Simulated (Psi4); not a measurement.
# BH5O (B(H2O)H3), step by step

Wanted: a geometry optimisation (PBE-D3(BJ)/aug-cc-pVDZ), then vibrational wavenumbers, then the energy (CCSD(T)/def2-TZVP) of BH5O (B(H2O)H3). 

Program for the calculation: Psi4 1.11.

## Step 1: The molecule

The species is BH5O (7 atoms), meant as a singlet with charge 0. As SMILES, `[H]B([H])([H])<-O`. The coordinates come from a GFN2-xTB relaxation. The run starts from this shape.

Bond lengths: B1–O2 1.700 Å, O2–H3 0.963 Å, O2–H4 0.962 Å, B1–H5 1.182 Å, B1–H6 1.191 Å, B1–H7 1.182 Å. Angles: B1–O2–H3 102.2°, B1–O2–H4 102.2°, O2–B1–H5 103.7°, O2–B1–H6 104.3°, O2–B1–H7 103.7°, H3–O2–H4 109.6°, H5–B1–H6 114.2°, H5–B1–H7 114.8°, H6–B1–H7 114.2°.

## Step 2: A structure relaxation at PBE-D3(BJ)/aug-cc-pVDZ (density fitting) (run 1)

Contents of input.dat:

```
memory 1600 MB

molecule molecule1 {
  0 1
  B
  O 1 1.7003
  H 2 0.962776 1 102.19607
  H 2 0.962493 3 109.56008 1 107.86434
  H 1 1.182201 2 103.69962 4 64.22196
  H 1 1.191251 5 114.22122 2 112.80721
  H 1 1.182121 5 114.84478 6 134.7818
  units angstrom
}

set basis aug-cc-pVDZ
set geom_maxiter 60

optimize("pbe-d3(bj)")
print_variables()
```

The run is started by

```
$ psi4 -n 1 input.dat output.dat
```

output.dat, cut to the lines that bear on the results:

```text
[...]
  Running in c1 symmetry.
[...]
  Nuclear repulsion =   38.322879347361798
[...]
  Multiplicity = 1
[...]
  Nalpha       = 9
  Nbeta        = 9
[...]
    Number of basis functions: 91
[...]
   @DF-RKS iter   1:  -102.63375211275449   -2.57219e-01   8.04459e-03 DIIS/ADIIS
[...]
   @DF-RKS iter   6:  -102.93179728236522   -2.35048e-11   7.66150e-09 DIIS
[...]
    Orbital Energies [Eh]
    ---------------------
    Doubly Occupied:
       1A    -18.873655     2A     -6.477956     3A     -1.023022
       4A     -0.564992     5A     -0.494206     6A     -0.402368
       7A     -0.342101     8A     -0.257117     9A     -0.250397
[...]
  @DF-RKS Final Energy:  -102.93179728236522
   => Energetics <=
    Nuclear Repulsion Energy =             37.5279982424749150
    One-Electron Energy =                -213.3182675408655484
    Two-Electron Energy =                  87.1680082485253109
    DFT Exchange-Correlation Energy =     -14.3069660147891362
    Empirical Dispersion Energy =          -0.0025702177107704
    VV10 Nonlocal Energy =                  0.0000000000000000
    Total Energy =                       -102.9317972823652241
[...]
 Multipole Moments:
 ------------------------------------------------------------------------------------
     Multipole            Electronic (a.u.)      Nuclear  (a.u.)        Total (a.u.)
 ------------------------------------------------------------------------------------
 L = 1.  Multiply by 2.5417464519 to convert [e a0] to [Debye]
 Dipole X            :          0.1770357           -0.7052872           -0.5282515
 Dipole Y            :          0.1182073           -0.4697469           -0.3515396
 Dipole Z            :          2.0634067           -0.5282522            1.5351545
 Magnitude           :                                                    1.6611229
[...]
  -Total Gradient:
     Atom            X                  Y                   Z
    ------   -----------------  -----------------  -----------------
       1        0.000001590516     0.000009562361     0.000012024404
       2        0.000047043571     0.000039019425    -0.000033445141
       3       -0.000010273300    -0.000026323364     0.000005896835
       4       -0.000027183792    -0.000003411851     0.000015779418
       5       -0.000004430240    -0.000018571773     0.000002157370
       6        0.000013656030     0.000006535311    -0.000002950318
       7       -0.000015676310    -0.000003756926     0.000004411577
[...]
    Final optimized geometry and variables:
    Molecular point group: c1
    Full point group: C1
    Geometry (in Angstrom), charge = 0, multiplicity = 1:
    B
    O             1    1.735999
    H             2    0.976382      1  106.726008
    H             2    0.976383      3  105.726326      1  113.407858
    H             1    1.218091      2  101.031673      4   63.747485
    H             1    1.224029      5  115.868154      2  110.236567
    H             1    1.218127      5  116.411049      6  141.449863
  Variable Map:
  ----------------------------------------------------------------------------
  "CURRENT ENERGY"                          =>    -102.931797282365
[...]
```

The script printed:

```text
Optimizer: Optimization complete!
```

Run time: 26 s. Hardware: 1 thread of Intel Xeon 6975P-C (Granite Rapids), shared host; peak memory 0.68 GiB.

The path in brief:

| step | energy from the first frame kept (eV) | largest force (eV/Å) |
| --- | --- | --- |
| 0 | 0.0000 | 1.0339 |
| 1 | -0.0800 | 0.2170 |
| 2 | -0.0854 | 0.1289 |
| 3 | -0.0866 | 0.0534 |
| 4 | -0.0868 | 0.0180 |
| 5 | -0.0868 | 0.0036 |

After the run. Bond lengths: B1–O2 1.736 Å, O2–H3 0.976 Å, O2–H4 0.976 Å, B1–H5 1.218 Å, B1–H6 1.224 Å, B1–H7 1.218 Å. Angles: B1–O2–H3 106.7°, B1–O2–H4 106.8°, O2–B1–H5 101.0°, O2–B1–H6 102.8°, O2–B1–H7 101.0°, H3–O2–H4 105.7°, H5–B1–H6 115.9°, H5–B1–H7 116.4°, H6–B1–H7 115.9°.

## Step 3: The harmonic vibrations at PBE-D3(BJ)/aug-cc-pVDZ (density fitting) (run 2)

Contents of bh5o.py:

```python
import psi4

psi4.set_memory(1600000000)
psi4.set_num_threads(1)
psi4.set_output_file('run.log', False)

molecule = psi4.geometry("""
0 1
B      0.067244    -0.110709    -0.697447
O      0.100957    -0.146393     1.037858
H     -0.828444    -0.144000     1.337074
H      0.475117     0.706941     1.329661
H      1.256412    -0.042413    -0.952323
H     -0.588646     0.894881    -0.935870
H     -0.479147    -1.171705    -0.941535
""")

psi4.set_options(dict(t=298.15, rotational_symmetry_number=1))

e, wfn = psi4.frequency('pbe-d3bj2b/aug-cc-pVDZ', molecule=molecule, return_wfn=True)
print(f'total energy {e:.8f} hartree = {e * 27.211386:.5f} eV')
print('wavenumbers / cm^-1:', wfn.frequencies().np.round(1))
```

The run is started by

```
$ python bh5o.py
```

run.log, cut to the lines that bear on the results:

```text
[...]
  Running in c1 symmetry.
[...]
  Nuclear repulsion =   37.528005152683512
[...]
  Multiplicity = 1
[...]
  Nalpha       = 9
  Nbeta        = 9
[...]
    Number of basis functions: 91
[...]
   @DF-RKS iter   1:  -102.64546104955161   -3.05534e-01   7.97522e-03 ADIIS/DIIS
[...]
   @DF-RKS iter  10:  -102.93179687642866   -5.94014e-12   5.68064e-09 DIIS
[...]
  @DF-RKS Final Energy:  -102.93179687642866
   => Energetics <=
    Nuclear Repulsion Energy =             37.5279749010573980
    One-Electron Energy =                -213.3183011942728911
    Two-Electron Energy =                  87.1680694221524277
    DFT Exchange-Correlation Energy =     -14.3069697940135434
    Empirical Dispersion Energy =          -0.0025702113520718
    VV10 Nonlocal Energy =                  0.0000000000000000
    Total Energy =                       -102.9317968764286633
[...]
  -Total Gradient:
     Atom            X                  Y                   Z
    ------   -----------------  -----------------  -----------------
       1        0.000001531185     0.000150494337     0.000012212865
       2        0.000037428067     0.000068104909    -0.000066385320
       3       -0.000031104224     0.000008335510     0.000007230274
       4        0.000001554178     0.000034073344     0.000042982845
       5       -0.000016541060    -0.000021330060     0.000003867143
       6        0.000068891685    -0.000128789857     0.000120508449
       7       -0.000058504627    -0.000115840212    -0.000116435523
[...]
  ==> Harmonic Vibrational Analysis <==
[...]
  Freq [cm^-1]                 167.4005            455.4554            599.0795
[...]
  IR activ [km/mol]            38.0549             90.1108             129.9111
[...]
  Freq [cm^-1]                 614.7854            907.3574            976.6771
[...]
  IR activ [km/mol]             2.8082             56.4100              9.8440
[...]
  Freq [cm^-1]                1125.6327           1133.2341           1136.9478
[...]
  IR activ [km/mol]            29.8499              7.9320             91.3285
[...]
  Freq [cm^-1]                1577.1821           2415.5717           2495.5851
[...]
  IR activ [km/mol]            79.6337             49.1042             196.1086
[...]
  Freq [cm^-1]                2527.1691           3643.3023           3746.3123
[...]
  IR activ [km/mol]            194.7576            38.1320             115.4782
[...]
```

On the terminal:

```text
Warning: used thermodynamics relations inappropriate for low-frequency modes: ['167.4005' '455.4554' '599.0795' '614.7854']
total energy -102.93179728 hartree = -2800.91687 eV
wavenumbers / cm^-1: [ 167.4  455.5  599.1  614.8  907.4  976.7 1125.6 1133.2 1136.9 1577.2
 2415.6 2495.6 2527.2 3643.3 3746.3]
```

Run time: 2.9 min. Hardware: 1 thread of Intel Xeon 6975P-C (Granite Rapids), shared host; peak memory 0.68 GiB.

## Step 4: A single-point energy at CCSD(T)/def2-TZVP (run 3)

Contents of job.dat:

```
memory 1.6 GB

molecule {
  B      0.067244    -0.110709    -0.697447
  O      0.100957    -0.146393     1.037858
  H     -0.828444    -0.144000     1.337074
  H      0.475117     0.706941     1.329661
  H      1.256412    -0.042413    -0.952323
  H     -0.588646     0.894881    -0.935870
  H     -0.479147    -1.171705    -0.941535
  symmetry c1
}

set {
  scf_type pk
  num_frozen_docc 2
}

e_tot, wfn = energy("ccsd(t)/def2-TZVP", return_wfn=True)
```

The run is started by

```
$ psi4 -i job.dat -o job.out -n 1
```

job.out, cut to the lines that bear on the results:

```text
[...]
  Running in c1 symmetry.
[...]
  Nuclear repulsion =   37.527992870399821
[...]
  Multiplicity = 1
[...]
  Nalpha       = 9
  Nbeta        = 9
[...]
    Number of basis functions: 92
[...]
   @RHF iter   1:  -102.39215629187295   -7.59460e-01   4.03612e-03 ADIIS/DIIS
[...]
   @RHF iter  11:  -102.46784851697332   -2.45848e-12   2.69376e-09 DIIS
[...]
    Orbital Energies [Eh]
    ---------------------
    Doubly Occupied:
       1A    -20.658757     2A     -7.565410     3A     -1.443228
       4A     -0.799674     5A     -0.746452     6A     -0.652802
       7A     -0.559807     8A     -0.438895     9A     -0.433133
[...]
  @RHF Final Energy:  -102.46784851697332
   => Energetics <=
    Nuclear Repulsion Energy =             37.5279928703998209
    One-Electron Energy =                -213.3953685260423754
    Two-Electron Energy =                  73.3995271386692281
    Total Energy =                       -102.4678485169733193
[...]
 Multipole Moments:
 ------------------------------------------------------------------------------------
     Multipole            Electronic (a.u.)      Nuclear  (a.u.)        Total (a.u.)
 ------------------------------------------------------------------------------------
 L = 1.  Multiply by 2.5417464519 to convert [e a0] to [Debye]
 Dipole X            :          0.1117254           -0.4734549           -0.3617295
 Dipole Y            :         -0.1515865            0.7200731            0.5684866
 Dipole Z            :          2.0605994           -0.5044596            1.5561399
 Magnitude           :                                                    1.6957584
[...]
      * MP2 total energy                      = -102.845075336819889
[...]
      * CCSD total energy                     = -102.872077277139581
[...]
      * CCSD(T) total energy                  = -102.883733163367737
[...]
```

Wall time 15 s (1 thread of Intel Xeon 6975P-C (Granite Rapids), shared host); peak memory 0.91 GiB.

## Step 5: Summary of results

```
                                                                                quantity             value
                                  run 1, PBE-D3(BJ)/aug-cc-pVDZ: total energy at the end     -102.93180 Eh
                                            run 1, PBE-D3(BJ)/aug-cc-pVDZ: dipole moment            4.22 D
                                              run 1, PBE-D3(BJ)/aug-cc-pVDZ: HOMO energy          -6.81 eV
                                              run 1, PBE-D3(BJ)/aug-cc-pVDZ: LUMO energy          -1.80 eV
                                            run 1, PBE-D3(BJ)/aug-cc-pVDZ: HOMO–LUMO gap           5.02 eV
                                        run 1, PBE-D3(BJ)/aug-cc-pVDZ: dispersion energy      -6.75 kJ/mol
                               run 2, PBE-D3(BJ)/aug-cc-pVDZ: lowest harmonic wavenumber          167 cm⁻¹
                              run 2, PBE-D3(BJ)/aug-cc-pVDZ: highest harmonic wavenumber         3746 cm⁻¹
                                        run 2, PBE-D3(BJ)/aug-cc-pVDZ: zero-point energy      140.7 kJ/mol
run 2, PBE-D3(BJ)/aug-cc-pVDZ: ideal-gas entropy at 298.15 K (symmetry number 1 as used)  61.0 cal/(mol K)
                                                  run 3, CCSD(T)/def2-TZVP: total energy     -102.88373 Eh
                           run 3, CCSD(T)/def2-TZVP: HOMO energy (Hartree–Fock orbitals)         -11.79 eV
                           run 3, CCSD(T)/def2-TZVP: LUMO energy (Hartree–Fock orbitals)           2.47 eV
                         run 3, CCSD(T)/def2-TZVP: HOMO–LUMO gap (Hartree–Fock orbitals)          14.26 eV
                   run 3, CCSD(T)/def2-TZVP: correlation energy (2 core orbitals frozen)        -415.9 mEh
                                                run 3, CCSD(T)/def2-TZVP: (T) correction        -11.66 mEh
                                                 run 3, CCSD(T)/def2-TZVP: T1 diagnostic             0.009
```

**Reading.** The optimisation (run 1, PBE-D3(BJ)/aug-cc-pVDZ) took 6 steps and changed the energy by -0.087 eV. All 15 modes (run 2, PBE-D3(BJ)/aug-cc-pVDZ) are real, so the shape is a minimum at this level. The triples (run 3, CCSD(T)/def2-TZVP) make up 2.8 % of the correlation energy.
